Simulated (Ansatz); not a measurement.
A displaced shape of singlet AlF:

```xyz
2

Al   -0.0463    0.0166   -0.6765
F    -0.0018    0.0099    0.9416
```

It was optimised with HF/def2-SVP in Ansatz (development build ahead of 0.2.0) to forces under 0.001 eV/Å, with restricted orbitals. Each step stands on the lowest determinant of that kind that the program's search found.

Problem. What shape does it relax to, and how does the optimisation go?

Solution.

```xyz
2

Al   -0.0469    0.0167   -0.6990
F    -0.0012    0.0098    0.9640
```

Bond lengths: Al1–F2 1.664 Å.

```json
{"step": "1", "E − E(start) (eV)": "0.0000", "largest force (eV/Å)": "1.5021"}
{"step": "2", "E − E(start) (eV)": "-0.0216", "largest force (eV/Å)": "0.8381"}
{"step": "3", "E − E(start) (eV)": "-0.0323", "largest force (eV/Å)": "0.0638"}
{"step": "4", "E − E(start) (eV)": "-0.0324", "largest force (eV/Å)": "0.0017"}
{"step": "5", "E − E(start) (eV)": "-0.0324", "largest force (eV/Å)": "0.0000"}
```

The optimisation ended after 5 steps with its threshold met.
